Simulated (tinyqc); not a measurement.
Ways to converge the cycle: SCF convergence aids in the sto-3g basis, for BH, spin multiplicity 3. Computed by the program tinyqc with PySCF. UHF with one setting changed at a time; a run stops when the energy changes by less than 1e-09 hartree and the error matrix is below 1e-5. The start is the Wolfsberg-Helmholz matrix. Damping d keeps d of the old density; a shift (hartree) raises the virtual levels; DIIS n extrapolates F over n matrices.

Geometry (angstrom):
```
atom       x       y       z
B     0.0000  0.0000  0.0000
H     0.0000  0.0000  1.6120
```

lowest solution found by these runs and by PySCF with stability checks = -24.677035 hartree

Largest element of the error matrix X^T (FDS - SDF) X:
```
iteration    plain  damping 0.3  damping 0.6  shift 0.4   DIIS 3   DIIS 8
1          2.2e-01      2.2e-01      2.2e-01    2.2e-01  2.2e-01  2.2e-01
2          8.2e-02      1.1e-01      1.5e-01    1.1e-01  8.2e-02  8.2e-02
3          6.7e-02      7.0e-02      1.1e-01    7.7e-02  6.4e-02  6.4e-02
4          5.3e-02      6.2e-02      9.0e-02    7.3e-02  4.4e-02  4.4e-02
5          4.0e-02      5.6e-02      7.4e-02    6.8e-02  8.6e-03  8.4e-03
6          2.6e-02      4.7e-02      6.2e-02    5.9e-02  2.8e-03  2.5e-03
8          9.3e-03      2.9e-02      5.3e-02    4.1e-02  1.6e-05  1.4e-05
10         2.9e-03      1.5e-02      4.5e-02    2.5e-02        -  5.9e-06
14         2.8e-04      3.6e-03      2.7e-02    7.2e-03        -        -
20         1.1e-05      3.8e-04      9.4e-03    1.1e-03        -        -
30               -      1.2e-05      1.3e-03    5.5e-05        -        -
45               -            -      7.6e-05          -        -        -
```

How each run ends:
```
run          iterations  E (hartree)   state
plain                21    -24.57248  higher
damping 0.3          31    -24.57248  higher
damping 0.6          57    -24.57248  higher
shift 0.4            36    -24.57248  higher
DIIS 3                9    -24.57248  higher
DIIS 8               10    -24.57248  higher
```

What does the comparison show, and why?

No run reaches the lowest solution found. Ending on a higher stationary point: plain, damping 0.3, damping 0.6, shift 0.4, DIIS 3, DIIS 8; a small error matrix cannot reveal that, and an occupation fixed by the start is kept by symmetry or by the shape of the basin. Plain steps already contract here, so damping only slows them. DIIS 3 and DIIS 8 gain by cancelling the error over several earlier matrices, much as a quasi-Newton step does.
